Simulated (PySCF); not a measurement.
C₃H₂FPS.
Atom-mapped SMILES: `[F:1][c:2]1[p:3][cH:4][cH:5][s:6]1`

Cartesian coordinates in Å at the GFN2-xTB level; atoms count from 1:
```xyz
8
C3H2FPS angstrom
F      2.780   -0.194    0.354
C      1.464   -0.043    0.163
P      0.770    1.320   -0.607
C     -0.853    0.653   -0.397
C     -0.982   -0.543    0.217
S      0.454   -1.321    0.744
H     -1.715    1.193   -0.752
H     -1.908   -1.056    0.407
```

NICS = −σ at a ghost point: NICS(0) at the centroid of the ring atoms, NICS(1) 1 Å to either side along the normal of their mean plane, zz for the tensor component along that normal. Level: GIAO PBE0/pcSseg-1 (PySCF, non-relativistic, gas phase) on the GFN2-xTB geometry, one conformer.

Ring bond lengths (Å), with Mayer bond orders in brackets: C2–P3 1.712 (1.43), P3–C4 1.767 (1.12), C4–C5 1.351 (1.65), C5–S6 1.716 (1.14), S6–C2 1.730 (1.12).

Q: What do the NICS probes read (ppm)?

A: 
```json
{"ring": "C2–P3–C4–C5–S6", "type": "5-membered ring with P and S; formal bonds all aromatic", "NICS(0)": "-11.7", "NICS(1), two faces": "-10.5 / -10.5", "NICS(1)zz, two faces": "-22.8 / -22.8", "rms pucker (Å)": "0.00", "centre to ring atoms, mean (Å)": "1.40"}
```

Q: What do they say, and how far can they be read as aromaticity?

A: 
- C2–P3–C4–C5–S6: mean NICS(1)zz -22.8 ppm, shielded.

Q: How equal are the bonds by HOMA? HOMA = 1 − mean of α(R − Ropt)² over the ring bonds, with Krygowski's 1993 parameters (CC: Ropt 1.388 Å, α 257.7 Å⁻²; CP: Ropt 1.698 Å, α 118.91 Å⁻²; CS: Ropt 1.677 Å, α 94.09 Å⁻²).

A: 
- C2–P3–C4–C5–S6: HOMA 0.73; the largest term is that of P3–C4, α(R − Ropt)² = 0.57.

Q: At the first NICS(1) probe listed for ring C2–P3–C4–C5–S6, 1 Å off the ring, how large is the induced field along the normal in 14.1 T applied along it?

A: NICSzz × B0 = -22.8 ppm × 14.1 T = -321 μT, against the applied field.

Q: Give the inner angles of the rings and the Hirshfeld charges of the ring atoms.

A: 
- C2–P3–C4–C5–S6: C2 120.2° (-0.003 e), P3 91.0° (+0.048 e), C4 118.5° (-0.124 e), C5 117.4° (-0.079 e), S6 92.9° (+0.121 e); sum 540.0° against 540° for a flat convex ring.

Q: How shielded are the nuclei of the rings and their hydrogens (means over atoms taken as equivalent)?

A: 
```tsv
atoms	environment	σ isotropic (ppm)
C2	aromatic C–F carbon	-39.7
P3	phosphorus bonded to 2 C	173.4
C4	aromatic CH carbon	41.8
C5	aromatic CH next to a ring sulfur	55.9
S6	thiophene-type sulfur	213.7
H7	aromatic hydrogen	24.00
H8	aromatic hydrogen	24.50
```
